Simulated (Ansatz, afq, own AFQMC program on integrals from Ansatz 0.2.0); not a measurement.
# Si4NH9Cl, doublet in def2-SVP, levels against AFQMC with the constraint released

```yaml
atoms:
  - { symbol: Si, position_ang: [-2.4759, -0.8810, 0.4030] }
  - { symbol: Si, position_ang: [-0.4780, -0.0974, 1.3636] }
  - { symbol: N, position_ang: [0.7037, 0.3378, 0.1090] }
  - { symbol: Si, position_ang: [2.0701, -0.7048, -0.1608] }
  - { symbol: Cl, position_ang: [1.4550, -2.5639, -0.8500] }
  - { symbol: Si, position_ang: [0.3262, 1.6430, -1.0152] }
  - { symbol: H, position_ang: [-3.0666, 0.1740, -0.4786] }
  - { symbol: H, position_ang: [-3.4642, -1.2217, 1.4735] }
  - { symbol: H, position_ang: [-2.1931, -2.0971, -0.4174] }
  - { symbol: H, position_ang: [-0.7426, 1.0926, 2.2301] }
  - { symbol: H, position_ang: [0.1476, -1.1711, 2.1961] }
  - { symbol: H, position_ang: [2.8058, -0.9489, 1.1076] }
  - { symbol: H, position_ang: [2.9363, -0.0919, -1.2025] }
  - { symbol: H, position_ang: [1.5856, 2.3613, -1.3970] }
  - { symbol: H, position_ang: [-0.6224, 2.5723, -0.3175] }
```

Basis def2-SVP. Only valence electrons are correlated. AFQMC by an in-house program on the Cholesky factors that Ansatz 0.2.0 writes for its CCSD(T) run. ph-AFQMC/CISD is guided by a CISD state made of CCSD amplitudes; releasing the constraint for a short imaginary time cuts its bias at the price of noise, slowly where states lie close. Uncertainties: one standard error, sampling alone.

Determinant: UHF, the one that the program's search chose, which needn't be the lowest solution. The geometry is a PBE0/def2-SVP stationary point of this or a neighbouring charge and spin state.

No full CI on the walks' own integrals is used here. The released AFQMC energy serves as the reference, which it does only where one determinant dominates, the energy is flat over the last release times and near the phaseless one (40 meV or 2 meV an electron, half that with transition metals). On small molecules, where full CI could be run and the noise was under 10 meV, such values lay within 10 meV of it in 19 cases of 20, a flattering rate, since the rule was set on those same cases; what remains of the bias isn't in the error bar.

Cautions: the released value is read at 0.63 1/Eh with a noise of 26 meV, more than in the cases checked, later times being too noisy (meV from the phaseless value at times in 1/Eh: 18 ± 16 at 0.21, 9 ± 22 at 0.42, -4 ± 26 at 0.63, 29 ± 37 at 0.90).

The T1 diagnostic is 0.0135. The weight of the determinant in the CISD state is 0.725. The ⟨S²⟩ of the determinant is 0.754 and the size of the correlated space is 37 electrons in 123 orbitals.

Reference: AFQMC with the constraint released, correlation energy -21.617 ± 0.026 eV.

| level | E − E(reference) (kcal/mol) | share of correlation (%) |
| --- | --- | --- |
| HF | 498.49 ± 0.61 | 0.00 |
| MP2 | 72.44 ± 0.61 | 85.47 |
| CCSD | 15.93 ± 0.61 | 96.80 |
| CCSD(T) | 2.52 ± 0.61 | 99.49 |
| ph-AFQMC/CISD | 0.09 ± 0.69 | 99.98 |

Released energies are given only where the last usable release times agree within the noise; a slower fall can still hide under it.
